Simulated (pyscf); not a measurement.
PySCF, gas phase, ωB97X-D3(BJ)/def2-SVP geometries.

For `[BH3]` + `[CH3][OH]` → `[BH2][O][CH3]` + `[H][H]`, a four-centre exchange (singlet surface; B–H, H–O broken, B–O, H–H formed), PBE/def2-TZVP gives ΔE‡ = -0.13 eV and ΔE = -1.53 eV (zero: the separated reactants). In which direction and how far do PBE0-D3(BJ)/def2-TZVP, M06-2X/def2-TZVP, ωB97M-D3(BJ)/def2-TZVP move these?

PBE0-D3(BJ): ΔE‡ = 0.00 eV, ΔE = -1.47 eV; M06-2X: ΔE‡ = 0.17 eV, ΔE = -1.54 eV; ωB97M-D3(BJ): ΔE‡ = 0.18 eV, ΔE = -1.47 eV. PBE's barrier lies under all of them, by 0.12 to 0.31 eV. Its reaction energy matches one of them and lies within 0.06 eV of the others. On the reactant side the descent ends in an adduct with a B–O contact, 0.89 eV under the separated species and 1.11 eV under the saddle at ωB97X-D3(BJ)/def2-TZVP. At PBE the saddle lies under the separated reactants, which points to a path from their complex (located at ωB97X-D3(BJ) alone). What is counted as formed (B–O) is already present as a longer contact in the reactant adduct; forming that adduct is a step of its own. At the saddle there is also a short B–H contact that neither side keeps. H₂B–O–CH₃ lies 1.02 eV over its isomer H₃C–BH–OH (electronic energy, ωB97M-D3(BJ)/def2-TZVP). One saddle was located; it need not be the lowest between these sides.
